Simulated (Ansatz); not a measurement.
A nudged elastic band was laid between two geometries of CH$_{4}$AlS (7 atoms, charge 0, multiplicity 2).

Theory: UKS PBE0/def2-SVP in Ansatz.

```yaml
movable_images: 5
climbing_image: yes
spring: 5.0 eV/Å²
optimiser: quadratic models (default)
start_path: through a guess of the saddle point
force_threshold: 0.03 eV/Å
iteration_limit: 60
end_points: relaxed
```

First end point:

```xyz
7
Properties=species:S:1:pos:R:3
Al -1.049 0.532 -0.808
C 0.410 0.067 0.355
S 0.963 -1.542 0.589
H -1.809 -0.612 -1.609
H -1.444 2.068 -0.924
H 0.958 0.826 0.926
H 1.971 -1.339 1.471
```

Last end point:

```xyz
7
Properties=species:S:1:pos:R:3
Al -1.039 0.572 -0.795
C 0.277 -0.435 0.181
S 1.442 0.282 1.220
H -2.049 -0.228 -1.725
H -1.078 2.154 -0.646
H 0.338 -1.529 0.113
H 2.109 -0.816 1.651
```

(1) What changes between the two ends?

(2) Give the energies along the band, and the barrier.

(3) What is the geometry of the highest image?

(4) What are the harmonic wavenumbers there?

The band took 17 iterations and of the order of 4 core-minutes.

Answers

(1) No bond is made or broken. The dihedral H4–Al1–C2–S3 goes from 0 to 180°. The two ends are copies of one structure, up to a mirror image or an exchange of like atoms.

(2) The run converged. The highest image is number 3 of 0 to 6, 0.33 eV above the ends, which have the same energy within 2 meV. A vibrational analysis at the climbing image gives one clearly imaginary mode, 299i cm⁻¹: a first-order saddle point.

| image | path coordinate (Å) | energy (eV) | dihedral H4–Al1–C2–S3 (°) |
| --- | --- | --- | --- |
| 0 | 0.00 | 0.00 | 0 |
| 1 | 0.67 | 0.07 | 30 |
| 2 | 1.34 | 0.24 | 61 |
| 3 | 2.01 | 0.33 | 91 |
| 4 | 2.67 | 0.24 | 120 |
| 5 | 3.34 | 0.07 | 149 |
| 6 | 4.01 | 0.00 | 180 |

(3) 
```xyz
7
Properties=species:S:1:pos:R:3
Al -1.008 0.542 -0.848
C 0.169 -0.314 0.433
S 1.891 -0.145 0.435
H -1.413 -0.193 -2.201
H -1.628 1.978 -0.550
H -0.227 -0.958 1.229
H 2.215 -0.911 1.502
```

(4) 299i, 157, 164, 313, 526, 537, 632, 805, 887, 951, 1155, 1922, 1926, 2685, 3174 cm⁻¹.

Time of the run: 4.3 min on 1 thread of Arm Neoverse V2, with other jobs on the host, peak memory 0.17 GiB.
